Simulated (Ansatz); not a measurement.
Results of PBE-D3(BJ) in Ansatz (plane waves, PAW) for HfO2 (P2₁/c, No. 14).

Run with plane-wave cutoff 500 eV, 6×6×6 k mesh, gaussian smearing 0.02 eV, scalar-relativistic PAW data made under PBE.

Cell (relaxed at this level):

Space group P2₁/c (No. 14); a = 5.127 Å, b = 5.202 Å, c = 5.306 Å, α = γ = 90.00°, β = 99.51°

```tsv
atom	site	symmetry	x	y	z
Hf	4e	1	0.2766	0.0424	0.2082
O	4e	1	0.0707	0.3357	0.3420
O	4e	1	0.5528	0.2581	0.0208
```

Question: Estimate the band gap that the calculation returns.

Answer: 
- band gap: 4.04 eV (on the SCF k mesh)

Measured, for comparison: band gap 5.7 eV (temperature not stated, no zero-point or thermal correction, our sources range from 5.70 to 5.84; as tabulated in Choudhary et al. (2018), arXiv:1804.01032).

Note: the relaxation could not lower the start's symmetry, so the cell can be a saddle point above a distorted one.

Spin–orbit coupling is not included.

Computed values are for the static lattice.

Ansatz is a program for electronic structure.
